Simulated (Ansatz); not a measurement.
**AlH+ (quartet): wave-function methods side by side, def2-QZVPP**

The task here is to estimate one member of a computed series from the others.

The runs use Ansatz 0.2.0, Gaussian basis; def2-QZVPP, core rule «outside noble gas», up to 5 orbitals frozen.

To be run: UHF; ROHF; CCSD(T) on UHF.

2 further runs of the same task are left out: 2 set aside as unsound or not needed.

## The system

The geometry is a PBE0/def2-TZVP stationary point (not a proven minimum) of the parent state, kept for this charge and spin.

2 atoms, charge 1, spin multiplicity 4.

Atoms are counted from 1 here; the program's logs count them from 0.

Bond lengths: Al1–H2 1.605 Å.

Coordinates:

```
atom    x (Å)    y (Å)    z (Å)
 Al1  0.00000  0.00000  0.00000
  H2  0.00000  0.00000  1.60455
```

The first run:

in.yaml

```yaml
crystal:
  periodic: [false, false, false]
  atoms:
    - {symbol: Al, position_ang: [0.000000, 0.000000, 0.000000]}
    - {symbol: H, position_ang: [0.000000, 0.000000, 1.604550]}
basis:
  gaussian: {orbitals: "def2-QZVPP.json"}
total_charge: 1
magnetization: {spin_polarized: true, initial_magnetization: 3}
hamiltonian: {xc: hf}
output: {orbitals: {seedname: orbitals}}
```

Command:

```
$ ansatz run in.yaml --threads 1 --pin off --events-out ev --progress --plain --max-ram 2393MiB
```

Among the steps run: UHF; ROHF; CCSD(T) on UHF.

One table of the session follows, with a row left open; its other results are not shown here.

| method | from UCCSD(T) (meV) |
| --- | --- |
| ROHF | +290.1 |
| UHF | ? |
| UMP2 | +105.2 |
| UCCSD | +1.7 |
| UCCSD(T) | 0 |

**Question.** Estimate the row for UHF.

As computed: from UCCSD(T) (meV): +285.8. In the column «from UCCSD(T) (meV)» it lies between UMP2 (+105.2) and ROHF (+290.1).
